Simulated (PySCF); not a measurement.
HN₂, SMILES N#[NH+], charge +1. The structure is a stationary point at B3LYP-D3(BJ)/def2-TZVPD. The isomer is the one that the SMILES or the coordinates give; other isomers of the formula were not compared.

PySCF with TDDFT-PBE/def2-TZVPD puts the lowest singlet excitations at 9.90, 10.05, 10.05, 10.31, 10.31, 12.50 eV and the lowest triplet (TDA) at 7.67 eV.

### Question
What are the lowest singlet roots from EOM-CCSD/aug-cc-pVDZ (PySCF)? (Estimate from the structure and the level; the computed values follow.)

### Answer
10.40, 10.51, 10.51, 10.85, 10.85, 14.39 eV; triplets 7.76, 8.40, 8.40 eV. S1 differs by 0.51 eV (second minus first; roots are paired by order, and the bases may differ).
